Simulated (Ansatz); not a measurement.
# SiH3F (SMILES F[SiH3]): the energy to break a bond

SiH3F has 5 atoms, charge 0, and is taken as a singlet. As SMILES, `F[SiH3]`. The shape was relaxed beforehand at PBE0/def2-SVP.

| atom | x (Å) | y (Å) | z (Å) |
| --- | --- | --- | --- |
| F | -1.2947 | 0.1656 | 0.8716 |
| Si | 0.0435 | -0.0194 | -0.0309 |
| H | -0.3641 | -0.1939 | -1.4524 |
| H | 0.7765 | -1.2230 | 0.4498 |
| H | 0.8888 | 1.1971 | 0.1204 |

Wanted: the dissociation energy of the Si2–F1 bond into doublet SiH3 and doublet F (shapes relaxed at PBE0/def2-SVP, no zero-point term). 1 Eh = 2625.50 kJ/mol = 27.2114 eV. Totals in Eh; open shells run unrestricted unless said.

```
           level  program        SiH3F  doublet SiH3   doublet F
   HF/def2-TZVPP   Ansatz  -390.230685   -290.637027  -99.411798
SVWN5/def2-TZVPP   Ansatz  -389.416195   -290.036369  -99.107405
  PBE/def2-TZVPP   Ansatz  -390.986132   -291.076996  -99.669123
```

Problem. Work out the dissociation energy at each level.

Solution. 
1. HF/def2-TZVPP: (-290.637027) + (-99.411798) − (-390.230685) = 0.181860 Eh = 477.5 kJ/mol = 4.95 eV.
2. SVWN5/def2-TZVPP: (-290.036369) + (-99.107405) − (-389.416195) = 0.272421 Eh = 715.2 kJ/mol = 7.41 eV.
3. PBE/def2-TZVPP: (-291.076996) + (-99.669123) − (-390.986132) = 0.240013 Eh = 630.2 kJ/mol = 6.53 eV.

The levels span 477 to 715 kJ/mol; no measured value is set beside them. Hartree–Fock lacks the correlation of the bonding electrons, so it comes out low. A bond enthalpy at 298 K also holds the loss of zero-point energy and thermal terms.
